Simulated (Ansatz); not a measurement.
A run of Ansatz (development build ahead of 0.2.0) on singlet BH3 at this shape:

```yaml
atoms:
  - { symbol: B, position_ang: [-0.0003, 0.0101, 0.0684] }
  - { symbol: H, position_ang: [1.2085, 0.0500, -0.0062] }
  - { symbol: H, position_ang: [-0.5929, 1.0002, -0.0700] }
  - { symbol: H, position_ang: [-0.6435, -0.9802, -0.0034] }
```

Its results:

```
Converged                       : yes
Reference energy                : -26.38707 hartree
Correlation energy              : -0.09210 hartree
Total energy                    : -26.47916 hartree
Spin squared of the determinant : 0.000
```

Question: Which input gives this output? Name the method, the orbitals and the basis set, and write the input.

Answer: RHF-MP2 in cc-pVDZ. An unrestricted run that stays on the closed shell gives the same numbers.

```yaml
crystal:
  periodic: [false, false, false]
  atoms:
    - { symbol: B, position_ang: [-0.00035, 0.0101, 0.06841] }
    - { symbol: H, position_ang: [1.20852, 0.05004, -0.00621] }
    - { symbol: H, position_ang: [-0.59291, 1.00022, -0.07002] }
    - { symbol: H, position_ang: [-0.64352, -0.98018, -0.00341] }
basis:
  gaussian: { orbitals: cc-pVDZ }
hamiltonian:
  xc: hf
correlation:
  method: mp2
  frozen_orbitals: { B: 1, H: 0 }
```
